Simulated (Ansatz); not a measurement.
## One elementary step

Start structure (CH$_{2}$O, closed shell), relaxed at PBE0-D4/def2-TZVP:

```xyz
4
angstrom
H 0.1314 -1.3316 -0.1464
O -0.3728 -0.5120 -0.0429
C 0.4620 0.4840 0.0372
H -0.2206 1.3596 0.1522
```

The step: CH₂O ([CH][OH]) → CH₂O ([CH2][O]); bonds formed: H1–C3; bonds broken: H1–O2. Computed with Ansatz 0.2.0 (basis: def2-TZVPP and def2-QZVPP); correlated methods freeze the cores. Extrapolation: Hartree–Fock as exp(−7.88 √X), correlation as X^−2.97. Energies below are by CCSD(T) at an estimated basis limit (MP2 extrapolated from triple and quadruple zeta, plus CCSD(T) − MP2 in triple zeta).

(1) What are the electronic barrier and the energy of the step, from the start structure to the end structure? (An estimate is asked for; the value comes from the calculation.)

No T1 diagnostic of these runs exceeds 0.026. The T1 diagnostic is large here, which may signal multireference character or strong orbital relaxation, so CCSD(T) is less sure. The restricted Hartree–Fock reference is unstable towards an unrestricted one at one or more of these structures.

Results:

(1) The calculation gives: Barrier 143.5 kJ/mol; step energy -215.3 kJ/mol (downhill); reverse barrier, their difference, 358.8 kJ/mol. Barrier and step energy count from the start structure, the reverse barrier from the end structure.

The saddle point: One imaginary mode of 2081i cm⁻¹.
```tsv
pair	start (Å)	saddle (Å)	end (Å)
H1–C3	1.85	1.25	1.11
H1–O2	0.97	1.16	2.02
```

Zero-point energy (harmonic, PBE0-D4): ZPE is 70.5 kJ/mol at the start and 54.5 kJ/mol at the saddle, so the barrier goes from 143.5 to 127.5 kJ/mol.

First-order rate constant out of the start structure at 498 K by transition-state theory, with harmonic vibrational free energies alone and no tunnelling: ΔA‡ = 127.3 kJ/mol, so k = (kB T/h) exp(−ΔA‡/kB T) ≈ 10^0 s⁻¹ (an order of magnitude at best: rotation, the number of equivalent paths and anharmonicity are left out).

Labels in which every atom is bracketed show which atoms are joined, not bond orders.

For scale, one of the runs: CCSD(T)/def2-TZVPP, 90 basis functions, launched by `ansatz run in.yaml --threads 2 --pin off --events-out ev --progress --plain --max-ram 4352MiB`. Hardware: 2 CPU threads of an Intel Xeon Platinum 8488C, shared host. Wall time about 1.2 s.
